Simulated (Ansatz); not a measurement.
Input file:

```yaml
crystal:
  periodic: [false, false, false]
  atoms:
    - {symbol: N, position_ang: [0.000900, -0.000508, -0.061418]}
    - {symbol: H, position_ang: [0.938253, -0.003626, 0.307841]}
    - {symbol: H, position_ang: [-0.434916, 0.850941, 0.256999]}
    - {symbol: H, position_ang: [-0.515838, -0.840259, 0.288651]}
basis:
  gaussian: {orbitals: 6-31G}
magnetization: {spin_polarized: false}
correlation: {method: ccsdtq, electrons: outside_noble_gas}
```

```sh
$ ansatz run in.yaml --threads 1 --pin off --events-out ev --progress --plain --max-ram 2393MiB
```

Output:

```
344 factors; integrals over basis functions are off by at most 2.4e-8 eV
mean field evaluation 1: about -1526.8583 eV, gradient 2.5e1 eV
mean field evaluation 2: about -1526.8555 eV, gradient 2.5e1 eV
mean field evaluation 4: about -1528.2153 eV, gradient 1.3e0 eV
mean field evaluation 8: about -1528.2207 eV, gradient 6.4e-4 eV
mean field -1528.22073115 eV, -56.1610760045 hartree, gradient 1.7e-6 eV, S^2 0.000000; 0 other end points of the search recorded, 0 dependent functions left out
1 core orbitals not correlated: weight in the atoms' cores, before any rotation towards them, 1.000 or more for the frozen orbitals, at most 0.000 for the correlated occupied ones
reference -1528.22073115 eV, -56.1610760045 hartree; 4, 4 occupied and 10, 10 virtual orbitals, 344 factors
second order -3.16655309 eV of doubles, -0.00000000 eV of singles
cycle   1  -3.37804521 eV  change   -2.1e-1 eV  update   4.0e-2
cycle   2  -3.55131399 eV  change   -1.7e-1 eV  update   1.5e-2
cycle   3  -3.56485404 eV  change   -1.4e-2 eV  update   4.4e-3
cycle   4  -3.56610738 eV  change   -1.3e-3 eV  update   1.2e-3
cycle   5  -3.56657379 eV  change   -4.7e-4 eV  update   4.2e-4
cycle   6  -3.56652343 eV  change    5.0e-5 eV  update   1.7e-4
cycle   7  -3.56647435 eV  change    4.9e-5 eV  update   4.9e-5
cycle   8  -3.56648190 eV  change   -7.5e-6 eV  update   1.9e-5
cycle   9  -3.56648569 eV  change   -3.8e-6 eV  update   5.6e-6
cycle  10  -3.56648276 eV  change    2.9e-6 eV  update   1.3e-6
cycle  11  -3.56648260 eV  change    1.7e-7 eV  update   4.7e-7
Total energy: -1531.78721374 eV, -56.2921418224 hartree
```

For the same geometry and basis full CI lies 0.4 meV lower.

Ran on 1 thread of Intel Xeon, shared host: 1.3 s wall, 0.1 GiB peak host memory.
